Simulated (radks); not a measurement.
# N²⁺ in [He] 2s2 2p0.75 3d0.25: an all-electron calculation

The task here is to estimate one member of a computed series from the others.

Method: scalar-relativistic Kohn-Sham, PBE, spin-polarised, spherical densities, point nucleus; open shells are filled with parallel spins first. Code: radks (a radial shooting solver on a logarithmic mesh, Libxc functionals) version 1.

### What is computed

* element: nitrogen (Z = 7)
* charge: +2
* electrons: 5
* configuration: [He] 2s2 2p0.75 3d0.25

The first run:

The run's settings:

```text
Z 7
configuration [He] 2s2 2p0.75 3d0.25
relativity scalar-relativistic
functional pbe,pbe
spin polarised
nucleus point
c 137.035999084
```

Run with:

```sh
$ python run_ks.py task.json out
```

All runs below come from this command, one after another.

Steps of the session up to this table: Self-consistent calculation.

One table of the session follows, with a row left open; its other results are not shown here.

It belongs to the step «Shells». From the orbitals of this run (lengths in bohr):

| level | <r> | outermost maximum (interpolated) | 90 % within |
| --- | --- | --- | --- |
| 1s up | 0.2295 | 0.148 | 0.411 |
| 1s down | 0.2292 | 0.148 | 0.411 |
| 2s up | 1.152 | 0.946 | 1.79 |
| 2s down | ? | ? | ? |
| 2p up | 1.108 | 0.845 | 1.82 |
| 2p down | 1.121 | 0.852 | 1.85 |
| 3d up | 3.605 | 2.99 | 5.59 |

Estimate the missing values for 2s down.

As computed: <r>: 1.161; outermost maximum (interpolated): 0.950; 90 % within: 1.81. In the column «<r>» it lies between 2s up (1.152) and 3d up (3.605).
